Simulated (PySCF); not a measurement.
# First-order multiplets

Structure with atom numbers: `[CH3:1][C:2](=[O:3])[CH:4]([CH3:5])[CH3:6]`; H(Xn) means a hydrogen on atom n.

[PySCF: J: B3LYP/pcJ-1 (without the spin–dipole term); NMR shieldings at PBE0/pcSseg-1/GIAO; PBE0-D3(BJ)/def2-SVP geometry; equivalent nuclei averaged; relativity neglected; no solvent model; one computed conformer]

References, each an isolated molecule treated in the same way: ¹H (σ = 31.27 ppm) and ¹³C (σ = 184.41 ppm) against TMS.

Spectrometer: 500 MHz for ¹H. First-order analysis; couplings under 1 Hz (under 4 Hz in carbon signals) are ignored, and nearly equal couplings are merged; the smaller ones broaden or split the lines further.

Q: What pattern does H(C5)/H(C6) show (¹H)?

A: A doublet at δ 1.04: 7.9 Hz to H(C4) (1 × ¹H, 3 bonds away). Lines in Hz from the centre (relative intensity): +4.0 (1), -4.0 (1). The outer lines are 7.9 Hz apart, the sum of the couplings kept, or 0.016 ppm at this field.

Q: What pattern does C1 show in the proton-coupled ¹³C spectrum?

A: A quartet at δ 28.9: 134.1 Hz to H(C1) (3 × ¹H, 1 bond away). Lines in Hz from the centre (relative intensity): +201.2 (1), +67.0 (3), -67.0 (3), -201.2 (1). The outer lines are 402.3 Hz apart, the sum of the couplings kept, or 3.200 ppm at this field.

Q: What pattern does H(C4) show (¹H)?

A: A septet at δ 2.05: 7.9 Hz to H(C5)/H(C6) (6 × ¹H, 3 bonds away). Lines in Hz from the centre (relative intensity): +23.7 (1), +15.8 (6), +7.9 (15), +0.0 (20), -7.9 (15), -15.8 (6), -23.7 (1). The outer lines are 47.4 Hz apart, the sum of the couplings kept, or 0.095 ppm at this field.

Unscaled 3J(H,H) at this level run about 10 % above measured values.
